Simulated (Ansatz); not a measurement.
# AlFH3N: molecular dynamics

Aim: follow the molecule's vibrations and see whether its bonds hold. The start is relaxed first. Runs: 300 steps of 0.25 fs at constant energy (fourth-order Milne integrator), with velocities drawn for 500 K.

Method: RKS PBE/def2-SVP, in Ansatz 0.2.0.

## (1) The system as given

Bond lengths: Al1–H2 1.560 Å, Al1–N3 1.920 Å, N3–H4 1.060 Å, N3–H5 1.060 Å, Al1–F6 1.690 Å. Angles: H2–Al1–N3 120.0°, H2–Al1–F6 120.0°, N3–Al1–F6 120.0°, Al1–N3–H4 120.0°, Al1–N3–H5 120.0°, H4–N3–H5 120.0°.

Structure file:

```xyz
6

Al    0.0000    0.0000    0.0000
H     0.0000    0.0000    1.5600
N     1.6627    0.0000   -0.9600
H     2.1293   -0.9179   -1.2118
H     2.1141    0.9179   -1.2382
F    -1.4635    0.0000   -0.8450
```

## (2) Preparing the start

input.yaml reads:

```yaml
crystal:
  periodic: [false, false, false]
  atoms:
    - { symbol: Al, position_ang: [0.0, 0.0, 0.0] }
    - { symbol: H, position_ang: [0.0, 0.0, 1.56] }
    - { symbol: "N", position_ang: [1.6627, 0.0, -0.96] }
    - { symbol: H, position_ang: [2.1293, -0.9179, -1.2118] }
    - { symbol: H, position_ang: [2.1141, 0.9179, -1.2382] }
    - { symbol: F, position_ang: [-1.4635, 0.0, -0.845] }
basis:
  gaussian: { orbitals: def2-SVP }
hamiltonian:
  xc: pbe
relax:
  f_tol: 0.02
  max_steps: 40
output:
  orbitals: {}
```

Run with:

```console
$ ansatz run input.yaml --threads 1 --pin off --max-ram 2048MiB --backend cpu --events-out ev --progress --plain --runs-dir out
```

What it wrote (excerpt; [...] marks lines left out):

```text
Warning: RAYON_NUM_THREADS=1 ignored (pool sized by the plan → 1); use --threads N
[...]
Functional definition: PBE
[...]
687 factors; their error is unknown
[...]
mean field -10841.05691619 eV, -398.4014933378 hartree, gradient 2.1e-5 eV, S^2 0.000000; 0 other end points of the search recorded, 0 dependent functions left out
[...]
reference -10841.05695482 eV, -398.4014947575 hartree; 16, 16 occupied and 45, 45 virtual orbitals, 687 factors
relax step   1: F+E_penalty+E_count = -10841.05691619 eV  Δ(F+E_penalty+E_count) = +0.000e0 eV  max|allowed force component| = 1.971e0 eV/Å  Δτ_max = 0.0000 Å  (25 SCF iters, accepted)
[...]
relax step   3: F+E_penalty+E_count = -10841.38252369 eV  Δ(F+E_penalty+E_count) = -5.960e-2 eV  max|allowed force component| = 2.592e-1 eV/Å  Δτ_max = 0.0762 Å  (25 SCF iters, accepted)
[...]
relax step   5: F+E_penalty+E_count = -10841.45343981 eV  Δ(F+E_penalty+E_count) = -3.018e-2 eV  max|allowed force component| = 1.301e0 eV/Å  Δτ_max = 0.1971 Å  (32 SCF iters, accepted)
[...]
relax step   7: F+E_penalty+E_count = -10841.69014555 eV  Δ(F+E_penalty+E_count) = -1.043e-1 eV  max|allowed force component| = 4.837e-1 eV/Å  Δτ_max = 0.2000 Å  (31 SCF iters, accepted)
[...]
relax step   9: F+E_penalty+E_count = -10841.74094449 eV  Δ(F+E_penalty+E_count) = -2.710e-3 eV  max|allowed force component| = 5.035e-2 eV/Å  Δτ_max = 0.0369 Å  (26 SCF iters, accepted)
[...]
relax step  10: F+E_penalty+E_count = -10841.74106063 eV  Δ(F+E_penalty+E_count) = -1.161e-4 eV  max|allowed force component| = 3.365e-2 eV/Å  Δτ_max = 0.0061 Å  (28 SCF iters, accepted)
[...]
relax step  11: F+E_penalty+E_count = -10841.74109439 eV  Δ(F+E_penalty+E_count) = -3.376e-5 eV  max|allowed force component| = 4.347e-3 eV/Å  Δτ_max = 0.0030 Å  (20 SCF iters, accepted)
687 factors; their error is unknown
[...]
mean field -10841.74109439 eV, -398.4266364227 hartree, gradient 2.5e-5 eV, S^2 0.000000; 1 other end points of the search recorded, 0 dependent functions left out
[...]
reference -10841.74113091 eV, -398.4266377648 hartree; 16, 16 occupied and 45, 45 virtual orbitals, 687 factors
Total energy: -10841.74113091 eV, -398.4266377648 hartree
Atom 0 at     0.057942    -0.006919    -0.011861 Å, force     0.002324    -0.000078    -0.002710 eV/Å
Atom 1 at    -0.040613    -0.547301     1.474189 Å, force     0.001513    -0.000338    -0.000075 eV/Å
Atom 2 at     1.577019    -0.012719    -0.928796 Å, force    -0.004347    -0.000549     0.004224 eV/Å
Atom 3 at     2.469496    -0.357687    -0.568591 Å, force    -0.000315     0.000659    -0.000366 eV/Å
Atom 4 at     1.691715     0.324491    -1.887221 Å, force     0.001905    -0.000357    -0.001116 eV/Å
Atom 5 at    -1.312959     0.600136    -0.772720 Å, force    -0.001080     0.000664     0.000043 eV/Å
Dipole moment:     0.482479    -0.088633    -0.062063 e Å
```

Run time: 17 s. Hardware: 1 thread of Arm Neoverse V1, shared host; peak memory 0.12 GiB.

Relaxation path:

| step | energy from step 1 (eV) | largest force component (eV/Å) |
| --- | --- | --- |
| 1 | 0.0000 | 1.9709 |
| 2 | -0.2660 | 0.9417 |
| 3 | -0.3256 | 0.2592 |
| 4 | -0.3663 | 0.4561 |
| 5 | -0.3965 | 1.3015 |
| 6 | -0.5289 | 0.9271 |
| 7 | -0.6332 | 0.4837 |
| 8 | -0.6813 | 0.1726 |
| 9 | -0.6840 | 0.0503 |
| 10 | -0.6841 | 0.0336 |
| 11 | -0.6842 | 0.0043 |

Step 1 is the start.

After: Bond lengths: Al1–H2 1.584 Å, Al1–N3 1.774 Å, N3–H4 1.022 Å, N3–H5 1.022 Å, Al1–F6 1.681 Å. Angles: H2–Al1–N3 122.5°, H2–Al1–F6 119.8°, N3–Al1–F6 117.7°, Al1–N3–H4 124.5°, Al1–N3–H5 125.4°, H4–N3–H5 110.1°.

## (3) Dynamics

300 steps of 0.25 fs at constant energy (fourth-order milne integrator), with velocities drawn for 500 K, from the relaxed start.

input.yaml reads:

```yaml
crystal:
  periodic: [false, false, false]
  atoms:
    - { symbol: Al, position_ang: [0.057942, -0.006919, -0.011861] }
    - { symbol: H, position_ang: [-0.040613, -0.547301, 1.474189] }
    - { symbol: "N", position_ang: [1.577019, -0.012719, -0.928796] }
    - { symbol: H, position_ang: [2.469496, -0.357687, -0.568591] }
    - { symbol: H, position_ang: [1.691715, 0.324491, -1.887221] }
    - { symbol: F, position_ang: [-1.312959, 0.600136, -0.77272] }
basis:
  gaussian: { orbitals: def2-SVP }
hamiltonian:
  xc: pbe
md:
  timestep: 0.25
  n_steps: 300
  ensemble: nve_milne
  temperature: 500.0
  initial_velocities: maxwell_boltzmann
  seed: 944114
```

Run with:

```console
$ ansatz run input.yaml --threads 1 --pin off --max-ram 2048MiB --backend cpu --events-out ev --progress --plain --runs-dir out
```

What it wrote (excerpt; [...] marks lines left out):

```text
Warning: RAYON_NUM_THREADS=1 ignored (pool sized by the plan → 1); use --threads N
[...]
[... 1 set-up line as earlier in the session ...]
[...]
687 factors; their error is unknown
[...]
mean field -10841.74110467 eV, -398.4266368007 hartree, gradient 5.2e-5 eV, S^2 0.000000; 0 other end points of the search recorded, 0 dependent functions left out
[...]
reference -10841.74114069 eV, -398.4266381242 hartree; 16, 16 occupied and 45, 45 virtual orbitals, 687 factors
md step     0: t =     0.00 fs  T =   500.0 K  F+E_penalty+E_count = -10841.74110467 eV  E_kin = 0.258520 eV  conserved = -10841.48258468 eV  (24 SCF iters)
[...]
md step    20: t =     5.00 fs  T =   262.9 K  F+E_penalty+E_count = -10841.61849628 eV  E_kin = 0.135910 eV  conserved = -10841.48258594 eV  (28 SCF iters)
[...]
md step    40: t =    10.00 fs  T =   349.7 K  F+E_penalty+E_count = -10841.66340292 eV  E_kin = 0.180821 eV  conserved = -10841.48258233 eV  (28 SCF iters)
[...]
md step    60: t =    15.00 fs  T =   160.2 K  F+E_penalty+E_count = -10841.56539097 eV  E_kin = 0.082810 eV  conserved = -10841.48258147 eV  (28 SCF iters)
[...]
md step    80: t =    20.00 fs  T =   232.1 K  F+E_penalty+E_count = -10841.60258325 eV  E_kin = 0.120000 eV  conserved = -10841.48258279 eV  (28 SCF iters)
md step    81: t =    20.25 fs  T =   221.9 K  F+E_penalty+E_count = -10841.59732625 eV  E_kin = 0.114740 eV  conserved = -10841.48258670 eV  (27 SCF iters)
```

## (4) The log goes on: dynamics from the start

Output, continued (excerpt; [...] marks lines left out):

```text
md step    82: t =    20.50 fs  T =   212.6 K  F+E_penalty+E_count = -10841.59248923 eV  E_kin = 0.109906 eV  conserved = -10841.48258333 eV  (27 SCF iters)
[...]
md step   107: t =    26.75 fs  T =   207.5 K  F+E_penalty+E_count = -10841.58988234 eV  E_kin = 0.107298 eV  conserved = -10841.48258392 eV  (28 SCF iters)
[...]
md step   132: t =    33.00 fs  T =   365.8 K  F+E_penalty+E_count = -10841.67169300 eV  E_kin = 0.189113 eV  conserved = -10841.48258005 eV  (28 SCF iters)
[...]
md step   157: t =    39.25 fs  T =   158.1 K  F+E_penalty+E_count = -10841.56432112 eV  E_kin = 0.081739 eV  conserved = -10841.48258225 eV  (28 SCF iters)
[...]
md step   182: t =    45.50 fs  T =   200.6 K  F+E_penalty+E_count = -10841.58631555 eV  E_kin = 0.103731 eV  conserved = -10841.48258460 eV  (27 SCF iters)
md step   183: t =    45.75 fs  T =   201.0 K  F+E_penalty+E_count = -10841.58651965 eV  E_kin = 0.103935 eV  conserved = -10841.48258494 eV  (28 SCF iters)
md step   184: t =    46.00 fs  T =   204.3 K  F+E_penalty+E_count = -10841.58819129 eV  E_kin = 0.105609 eV  conserved = -10841.48258256 eV  (27 SCF iters)
```

## (5) The output, continued: dynamics from the start

Output, continued (excerpt; [...] marks lines left out):

```text
md step   185: t =    46.25 fs  T =   209.5 K  F+E_penalty+E_count = -10841.59092277 eV  E_kin = 0.108338 eV  conserved = -10841.48258449 eV  (28 SCF iters)
[...]
md step   206: t =    51.50 fs  T =   191.3 K  F+E_penalty+E_count = -10841.58148284 eV  E_kin = 0.098899 eV  conserved = -10841.48258384 eV  (27 SCF iters)
[...]
md step   227: t =    56.75 fs  T =   289.5 K  F+E_penalty+E_count = -10841.63226406 eV  E_kin = 0.149680 eV  conserved = -10841.48258441 eV  (26 SCF iters)
[...]
md step   248: t =    62.00 fs  T =   311.6 K  F+E_penalty+E_count = -10841.64369499 eV  E_kin = 0.161112 eV  conserved = -10841.48258264 eV  (28 SCF iters)
[...]
md step   299: t =    74.75 fs  T =   190.0 K  F+E_penalty+E_count = -10841.58079763 eV  E_kin = 0.098213 eV  conserved = -10841.48258471 eV  (28 SCF iters)
[...]
md step   300: t =    75.00 fs  T =   209.6 K  F+E_penalty+E_count = -10841.59094105 eV  E_kin = 0.108356 eV  conserved = -10841.48258489 eV  (26 SCF iters)
Total energy: -10841.59097789 eV, -398.4211197431 hartree
Atom 0 at     0.063404     0.013270    -0.015580 Å, force    -0.337729    -0.871344     1.159461 eV/Å
Atom 1 at    -0.176218    -0.707651     1.448418 Å, force     0.243796     0.434510    -0.600763 eV/Å
Atom 2 at     1.566386    -0.022267    -0.912428 Å, force     1.778907     0.224556    -1.902931 eV/Å
Atom 3 at     2.532575    -0.367689    -0.733542 Å, force    -0.857814     0.093422     0.505296 eV/Å
Atom 4 at     1.662187     0.308365    -1.912743 Å, force    -0.561123    -0.179112     1.097986 eV/Å
Atom 5 at    -1.307461     0.588398    -0.768033 Å, force    -0.266038     0.297967    -0.259049 eV/Å
Dipole moment:     0.537045    -0.015855    -0.117166 e Å
```

It took 6 min on 1 thread of Arm Neoverse V1, shared host; peak memory 0.1 GiB.

## (6) The trajectory

One step in 12; energies are changes from step 0:

| time (fs) | T (K) | potential energy change (meV/atom) | total energy change (meV/atom) |
| --- | --- | --- | --- |
| 0.0 | 500 | 0.0 | 0.00 |
| 3.0 | 305 | 16.8 | 0.00 |
| 6.0 | 203 | 25.6 | 0.00 |
| 9.0 | 340 | 13.8 | 0.00 |
| 12.0 | 220 | 24.2 | 0.00 |
| 15.0 | 160 | 29.3 | 0.00 |
| 18.0 | 202 | 25.7 | 0.00 |
| 21.0 | 203 | 25.6 | 0.00 |
| 24.0 | 297 | 17.5 | 0.00 |
| 27.0 | 216 | 24.5 | 0.00 |
| 30.0 | 189 | 26.8 | 0.00 |
| 33.0 | 366 | 11.6 | 0.00 |
| 36.0 | 236 | 22.8 | 0.00 |
| 39.0 | 178 | 27.8 | 0.00 |
| 42.0 | 251 | 21.4 | 0.00 |
| 45.0 | 210 | 25.0 | 0.00 |
| 48.0 | 209 | 25.1 | 0.00 |
| 51.0 | 148 | 30.4 | 0.00 |
| 54.0 | 182 | 27.4 | 0.00 |
| 57.0 | 302 | 17.1 | 0.00 |
| 60.0 | 244 | 22.0 | 0.00 |
| 63.0 | 262 | 20.5 | 0.00 |
| 66.0 | 334 | 14.3 | 0.00 |
| 69.0 | 359 | 12.2 | 0.00 |
| 72.0 | 283 | 18.7 | 0.00 |
| 75.0 | 210 | 25.0 | 0.00 |

time (fs), T (K) and a bar:
```
      0.0        500 ##############################
      3.2        304 ###############
      6.5        189 ######
      9.8        357 ###################
     13.0        216 ########
     16.2        116 
     19.5        248 ##########
     22.8        287 #############
     26.0        200 #######
     29.2        227 #########
     32.5        339 #################
     35.8        241 ##########
     39.2        158 ###
     42.5        286 #############
     45.8        201 #######
     49.0        133 #
     52.2        231 #########
     55.5        201 #######
     58.8        260 ###########
     62.0        312 ###############
     65.2        264 ############
     68.5        375 ####################
     71.8        305 ###############
     75.0        210 #######
```

## (7) Positions and forces

Extended XYZ, with forces in eV/Å:

```xyz
6
time_fs=9.5 T=357 dE=0.0739
Al    0.069   -0.009    0.022   -0.799    0.107   -0.756
H    -0.239   -0.673    1.425    0.253    0.077    0.106
N     1.563    0.001   -0.946    0.215   -0.077   -0.121
H     2.503   -0.295   -0.680   -0.003   -0.076    0.293
H     1.608    0.207   -1.950   -0.275    0.148    0.120
F    -1.305    0.603   -0.797    0.609   -0.178    0.358
6
time_fs=18.8 T=243 dE=0.1327
Al    0.059   -0.009    0.035   -0.120   -0.356   -0.272
H    -0.257   -0.739    1.442    0.282    0.311   -0.238
N     1.557    0.009   -0.960   -0.902   -0.021    0.682
H     2.490   -0.274   -0.653   -0.010    0.073   -0.503
H     1.398    0.199   -1.958    0.643   -0.029    0.186
F    -1.274    0.599   -0.806    0.107    0.022    0.145
6
time_fs=28.0 T=250 dE=0.1292
Al    0.047   -0.015    0.035    0.495   -0.212   -0.211
H    -0.101   -0.651    1.443   -0.040   -0.065    0.448
N     1.515    0.014   -0.942    1.142   -0.006   -1.312
H     2.506   -0.240   -0.829   -0.350   -0.095    0.668
H     1.497    0.234   -1.960   -0.517    0.103    0.603
F    -1.240    0.597   -0.811   -0.730    0.276   -0.196
6
time_fs=37.5 T=245 dE=0.1320
Al    0.048   -0.032    0.034    0.297   -0.162    0.905
H     0.062   -0.516    1.607   -0.191    0.183   -0.707
N     1.506    0.015   -0.952   -0.033    0.070   -0.251
H     2.443   -0.285   -0.657   -0.159    0.216   -0.541
H     1.387    0.401   -1.910    0.668   -0.367    0.562
F    -1.235    0.605   -0.822   -0.582    0.061    0.032
6
time_fs=47.0 T=227 dE=0.1414
Al    0.056   -0.047    0.046   -0.577    0.991   -1.359
H     0.068   -0.353    1.538   -0.153   -0.373    0.844
N     1.499    0.012   -0.960    1.288    0.211   -0.766
H     2.454   -0.275   -0.686   -0.426    0.035    0.005
H     1.587    0.501   -1.879   -0.329   -0.474    0.707
F    -1.253    0.615   -0.829    0.197   -0.390    0.571
6
time_fs=56.2 T=255 dE=0.1264
Al    0.052   -0.038    0.035   -0.078    0.508    0.141
H    -0.045   -0.376    1.654    0.048   -0.006   -0.893
N     1.529    0.006   -0.969    0.832    0.163   -0.308
H     2.466   -0.325   -0.661   -0.605    0.204   -0.193
H     1.639    0.524   -1.876   -0.283   -0.616    0.901
F    -1.266    0.610   -0.815    0.087   -0.254    0.352
6
time_fs=65.5 T=286 dE=0.1108
Al    0.047   -0.012    0.016    0.894    0.155   -0.965
H    -0.144   -0.484    1.452    0.012   -0.347    0.858
N     1.565   -0.007   -0.956   -0.240    0.176   -0.050
H     2.477   -0.390   -0.631   -0.588    0.467   -0.607
H     1.558    0.465   -1.896    0.431   -0.689    1.038
F    -1.277    0.595   -0.787   -0.510    0.238   -0.274
6
time_fs=75.0 T=210 dE=0.1502
Al    0.063    0.013   -0.016   -0.338   -0.871    1.159
H    -0.176   -0.708    1.448    0.244    0.434   -0.601
N     1.566   -0.022   -0.912    1.779    0.225   -1.903
H     2.533   -0.368   -0.734   -0.858    0.093    0.505
H     1.662    0.308   -1.913   -0.561   -0.179    1.098
F    -1.308    0.588   -0.768   -0.266    0.298   -0.259
```

## (8) Summary of results

```
                          quantity                         value
           relaxation of the start      10 moves, 0.684 eV lower
                            length          300 steps of 0.25 fs
  temperature, first and last step                 500 and 210 K
          temperature, second half  mean 243 K, from 90 to 408 K
     potential energy, second half   +22 meV/atom from the start
largest change of the total energy                 0.00 meV/atom
            bonds formed or broken                             0
```

**Reading.** The temperature starts at 500 K and averages 243 K in the second half, where it ranges from 90 to 408 K; a mean near half the start is what vibrations about a minimum give, since they share energy equally between motion and strain. The total energy strays from its start by at most 0.00 meV/atom, under 0.1 % of the mean kinetic energy, which is good for a step of 0.25 fs. No bond forms or breaks. Averages from a run of 75 fs with 6 atoms are rough. The nuclei move classically, without zero-point motion, which matters most for hydrogen.
